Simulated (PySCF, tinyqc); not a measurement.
CCSD on RHF in the sto-3g basis, for CH2, spin multiplicity 1, step by step (part 2 of 2). The lowest restricted solution is unstable here: a spin-polarised one lies 0.0504 hartree lower (PySCF). Computed by tinyqc, a small Python program that keeps every step (integrals from PySCF). Command: `OMP_NUM_THREADS=1 python tinyqc.py 27368 27369 out.jsonl` (the two numbers bound the seeds that draw the settings). One thread of a shared host (Intel(R) Xeon(R) Processor @ 2.60GHz), about 0.4 s of CPU time with the checks.

Geometry (angstrom):
```
atom        x         y        z
C     0.00000   0.00000  0.00000
H     0.00000   0.96300  0.43500
H     0.00000  -0.95000  0.42900
```

## CCSD: convergence

E_corr = 1/4 sum <ij||ab> t_ij^ab + 1/2 sum <ij||ab> t_i^a t_j^b; stop when the norm of the change is below 1e-8.

Course of the amplitude iterations:
```
update  correlation energy (hartree)  norm of the change
0                         -0.0306853                   -
1                         -0.0411894            1.02e-01
2                         -0.0455309            6.58e-02
3                         -0.0514346            5.17e-02
4                         -0.0534670            3.25e-02
5                         -0.0548464            1.43e-02
6                         -0.0547713            1.60e-03
7                         -0.0548256            4.44e-04
8                         -0.0548136            1.02e-04
9                         -0.0548159            2.25e-05
10                        -0.0548158            7.70e-06
11                        -0.0548158            2.74e-06
12                        -0.0548159            1.00e-06
13                        -0.0548159            3.34e-07
14                        -0.0548159            1.06e-07
15                        -0.0548159            2.37e-08
16                        -0.0548159            8.28e-09
```

Converged amplitudes (spin orbitals 1a, 1b, ...; amplitudes related by a flip of all spins are not repeated; the 24 largest):
```
from      to         t
4a 4b  5a 5b  -0.31408
3a 3b  7a 7b  -0.05417
3a 3b  6a 6b  -0.05359
2a 2b  5a 5b  -0.04937
2a 2b  6a 6b  -0.04409
2a 3b  6a 7b  -0.03764
2a 4b  5a 5b   0.03431
2a 4b  6a 6b  -0.03237
4a 4b  7a 7b  -0.02844
2a 3b  6b 7a   0.02816
3a 4b  6a 7b  -0.02474
4a        6a  -0.02091
2a 2b  7a 7b  -0.01965
3a 4b  6b 7a   0.01817
4a 4b  6a 6b  -0.01432
2a 3a  6a 7a  -0.00947
3a 4a  6a 7a  -0.00657
3a 3b  5a 5b  -0.00437
2a        6a   0.00397
2a 4b  7a 7b   0.00321
2a 3b  6a 6b  -0.00277
3a 4b  6a 6b  -0.00254
2a 3b  7a 7b   0.00244
3a        7a  -0.00164
```

CCSD total energy = -38.3939152 hartree

T1 diagnostic, norm of the one-spin t1 over sqrt(correlated electrons) = 0.00755

Converged in 16 updates, with DIIS from the third.
